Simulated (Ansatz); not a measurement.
Ideal-gas functions of `[BH]S` radical at 500 K and 1 bar, from an Ansatz frequency run at PBE0-D4/def2-TZVP.

Molar mass 44.9 g/mol, point group Cs (symmetry number 1), electronic degeneracy 2, moments of inertia 2.406, 29.27, 31.676 u Å². Harmonic wavenumbers (cm⁻¹, unscaled): 584, 688, 870, 918, 2555, 2702.

Use S(trans) = R[1.5 ln M + 2.5 ln T − 1.1517]; rotational temperatures θ = 24.2544 K / I; S(rot) = R[ln(√π/σ · √(T³/θAθBθC)) + 1.5]; for each mode x = 1.438777 ν̃/T, S = R[x/(eˣ − 1) − ln(1 − e⁻ˣ)] and H = RT x/(eˣ − 1); 1 cm⁻¹ = 0.0119627 kJ/mol; R = 8.31446 J/(mol·K).

Question: By hand: the entropy, in J/(mol·K).

Answer: Translation 167.0. Rotation: θ = 10.0808, 0.8286, 0.7657 K, giving 87.0. Vibration, mode by mode: 4.91, 3.87, 2.56, 2.30, 0.04, 0.03, in all 13.7. Electronic 5.8. Sum 273.5 J/(mol·K).

Question: By hand: H − E and G − E in kJ/mol, counted from the electronic energy.

Answer: Zero-point energy ½ × 8317 × 0.0119627 = 49.7; thermal vibration 4.7; translation, rotation and pV give 4 RT = 16.6. H − E = 71.0 kJ/mol, and G − E = 71.0 − 500 × 273.5/1000 = -65.8 kJ/mol.

Vibration gives 5 % of the entropy.
